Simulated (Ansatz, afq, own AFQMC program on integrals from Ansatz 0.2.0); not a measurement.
AFQMC on a folder of integrals that Ansatz 0.2.0 wrote.

```yaml
crystal:
  periodic: [false, false, false]
  atoms:
    - {symbol: C, position_ang: [-0.392854, 0.352235, -0.266162]}
    - {symbol: B, position_ang: [-0.073200, -1.007419, 0.375869]}
    - {symbol: H, position_ang: [-1.166232, 0.873236, 0.327409]}
    - {symbol: H, position_ang: [0.519256, 0.975646, -0.299527]}
    - {symbol: H, position_ang: [-0.766770, 0.201703, -1.295389]}
basis:
  gaussian: {orbitals: def2-TZVP}
magnetization: {spin_polarized: false}
correlation: {method: ccsd_t, electrons: outside_noble_gas, hamiltonian_folder: ham}
```

```sh
$ ansatz run in.yaml --threads 1 --pin off --events-out ev --progress --plain --max-ram 16896MiB --backend cuda --devices 0, --max-vram 18GiB
```

afq runs on the folder ham with

```
--method phaseless --trial cisd --walkers 4000 --populations 20 --least-time 60 --time-step 0.005 --steps-per-block 50 --equilibration-blocks 28 --max-blocks 4000 --target-error 0.00019 --factor-cut 1e-05 --seed 9353 --release-times 0.24,0.51,0.99,1.62,2.4 --release-step 0.03 --release-every 3 --taylor-order 6
```

Times are imaginary, in 1/Eh. The walk had a cap of 216 s. With eight or more populations the least sampling time is a fifth of least-time, and the error comes from their spread.

```
orbitals 78  electrons 5 5  factors 538 of 538
reference energy -64.21120676 Eh
CCSD correlation -0.27459706 Eh in 10 cycles, weight of the determinant in the CISD state 0.8687
energy of the start -64.485799 Eh
 block  time / (1/Eh)  mean weight  energy / Eh
     1     0.250  1.0000  -64.483079
     2     0.500  0.9996  -64.485941
     3     0.750  0.9998  -64.488355
     4     1.000  0.9999  -64.490115
     5     1.250  1.0003  -64.491846
    12     3.000  1.0001  -64.495042
    19     4.750  0.9998  -64.496372
    26     6.500  0.9995  -64.496729
    33     8.250  1.0002  -64.494694
    40    10.000  1.0004  -64.497067
    47    11.750  1.0002  -64.496121
    54    13.500  1.0000  -64.496995
    61    15.250  1.0001  -64.495623
    68    17.000  0.9997  -64.496043
    75    18.750  0.9997  -64.496912
    77    19.250  1.0002  -64.497744
    78    19.500  1.0000  -64.497495
error from the spread of 20 populations
released: time / (1/Eh)  energy / Eh  error  mean overlap
  0.24  -64.496382  0.000108  0.9991
  0.51  -64.496495  0.000123  1.0010
  0.99  -64.496705  0.000143  0.9992
  1.62  -64.496788  0.000134  0.9932
  2.40  -64.497147  0.000196  0.9784
energy -64.496254 +/- 0.000142 Eh
(rows thinned)
```

Task: Estimate how long the walk took on 1 × NVIDIA H100 80GB HBM3 with 2 threads of AMD EPYC 7R13 Processor (Zen 3) (shared host) (the card was shared).

Result: 68 s of wall time.

The run passed its tests (sampling time, drift between the halves within three errors, error under three times the target), which doesn't prove that it has relaxed.

Against this walk (error 3.9 meV) on the same determinant: CCSD(T) 19.2 meV higher, CCSDT(Q) 13.2 meV lower. The error is statistical and leaves out the bias of the constraint. The released energies are still falling (meV from the phaseless value at times in 1/Eh: -3 ± 3 at 0.24, -7 ± 3 at 0.51, -12 ± 4 at 0.99, -15 ± 4 at 1.62, -24 ± 5 at 2.40), so they give no level; they do show a bias of the constraint, and the last of them that isn't too noisy lies 11 meV below CCSDT(Q).

Cautions: constraint bias not in the error; higher spins were not checked; restricted determinant unstable towards unrestricted (UHF 72 meV lower, ⟨S²⟩ 0.32).

CCSDT and higher add their correlation energy to the determinant of the CCSD(T) run, since their own runs factorise the integrals more tightly (a shift of under 2 meV).
